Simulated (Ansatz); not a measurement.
# H18N6Sm ([Sm(NH3)6]3+): the cost of one run

Computed with Ansatz 0.2.0, Gaussian basis. Level: the settings change from run to run.

1 further run of the same task is left out (it didn't finish).

## 1. The relaxed structure

An earlier PBE-D4/def2-SVP relaxation fixed the geometry. Sm takes a core potential in def2 sets; no spin-orbit term is included.

25 atoms, charge 3, spin multiplicity 6.

Atoms are counted from 1 here; the program's logs count them from 0.

Bond lengths: Sm1–N2 2.602 Å, Sm1–N6 2.602 Å, Sm1–N10 2.565 Å, Sm1–N14 2.565 Å, Sm1–N18 2.603 Å, Sm1–N22 2.603 Å, N2–H3 1.037 Å, N2–H4 1.038 Å, N2–H5 1.037 Å, N6–H7 1.037 Å, N6–H8 1.037 Å, N6–H9 1.038 Å, N10–H11 1.037 Å, N10–H12 1.037 Å, N10–H13 1.038 Å, N14–H15 1.038 Å, N14–H16 1.037 Å, N14–H17 1.037 Å and more. Angles: N2–Sm1–N6 179.5°, N2–Sm1–N10 90.1°, N2–Sm1–N14 90.3°, N2–Sm1–N18 82.6°, N2–Sm1–N22 96.9°, N6–Sm1–N10 90.4°, N6–Sm1–N14 89.3°, N6–Sm1–N18 97.3°, N6–Sm1–N22 83.2°, N10–Sm1–N14 179.7°, N10–Sm1–N18 90.3°, N10–Sm1–N22 89.2°, N14–Sm1–N18 89.7°, N14–Sm1–N22 90.8°, N18–Sm1–N22 179.3°, Sm1–N2–H3 115.5°, Sm1–N2–H4 114.0°, Sm1–N2–H5 115.9° and more.

As a file:

```
Sm   -0.0005   -0.0007   -0.0012
N    -0.0168    0.1688    2.5953
H     0.8335    0.5827    3.0211
H    -0.1030   -0.7468    3.0773
H    -0.7858    0.7285    3.0084
N    -0.0043   -0.1663   -2.5977
H    -0.8353   -0.6250   -3.0155
H     0.7896   -0.6830   -3.0198
H     0.0275    0.7529   -3.0795
N     2.5644   -0.0249    0.0130
H     3.0055    0.9138   -0.0095
H     2.9967   -0.5218   -0.7883
H     2.9868   -0.4787    0.8449
N    -2.5651    0.0249   -0.0309
H    -2.9804    0.5820   -0.8014
H    -3.0048    0.4146    0.8239
H    -3.0057   -0.9087   -0.1328
N     0.0114    2.5967    0.1646
H     0.3692    2.9961    1.0518
H    -0.9206    3.0412    0.0627
H     0.5812    3.0747   -0.5594
N     0.0102   -2.5996   -0.1450
H    -0.2260   -3.0085   -1.0678
H    -0.6492   -3.0731    0.5018
H     0.9216   -3.0398    0.0839
```

## 2. revPBE/def2-mTZVPP

File in.yaml:

```yaml
crystal:
  periodic: [false, false, false]
  atoms:
    - {symbol: Sm, position_ang: [-0.000468, -0.000713, -0.001187]}
    - {symbol: N, position_ang: [-0.016802, 0.168779, 2.595279]}
    - {symbol: H, position_ang: [0.833453, 0.582690, 3.021144]}
    - {symbol: H, position_ang: [-0.103006, -0.746763, 3.077312]}
    - {symbol: H, position_ang: [-0.785770, 0.728524, 3.008412]}
    - {symbol: N, position_ang: [-0.004274, -0.166268, -2.597703]}
    - {symbol: H, position_ang: [-0.835331, -0.624961, -3.015473]}
    - {symbol: H, position_ang: [0.789621, -0.682986, -3.019781]}
    - {symbol: H, position_ang: [0.027545, 0.752889, -3.079512]}
    - {symbol: N, position_ang: [2.564371, -0.024869, 0.012961]}
    - {symbol: H, position_ang: [3.005467, 0.913829, -0.009509]}
    - {symbol: H, position_ang: [2.996709, -0.521816, -0.788278]}
    - {symbol: H, position_ang: [2.986754, -0.478680, 0.844938]}
    - {symbol: N, position_ang: [-2.565091, 0.024871, -0.030883]}
    - {symbol: H, position_ang: [-2.980418, 0.582017, -0.801381]}
    - {symbol: H, position_ang: [-3.004845, 0.414568, 0.823929]}
    - {symbol: H, position_ang: [-3.005704, -0.908712, -0.132831]}
    - {symbol: N, position_ang: [0.011351, 2.596696, 0.164627]}
    - {symbol: H, position_ang: [0.369218, 2.996092, 1.051800]}
    - {symbol: H, position_ang: [-0.920560, 3.041225, 0.062705]}
    - {symbol: H, position_ang: [0.581171, 3.074661, -0.559431]}
    - {symbol: N, position_ang: [0.010205, -2.599642, -0.144964]}
    - {symbol: H, position_ang: [-0.225964, -3.008541, -1.067830]}
    - {symbol: H, position_ang: [-0.649193, -3.073082, 0.501791]}
    - {symbol: H, position_ang: [0.921581, -3.039788, 0.083874]}
basis:
  gaussian: {orbitals: def2-mTZVPP}
total_charge: 3
magnetization: {spin_polarized: true, initial_magnetization: 5}
hamiltonian: {xc: {name: revPBE}}
scf: {omitted_lower_state_checks: [starts]}
output: {forces: true}
```

The run is started by

```sh
$ ansatz run in.yaml --threads 4 --pin off --events-out ev --progress --plain --max-ram 6963MiB
```

What time and memory should one allow on 4 threads of Intel Xeon at 2.50GHz, shared host?

About 90 s, with a peak of 1.6 GiB.
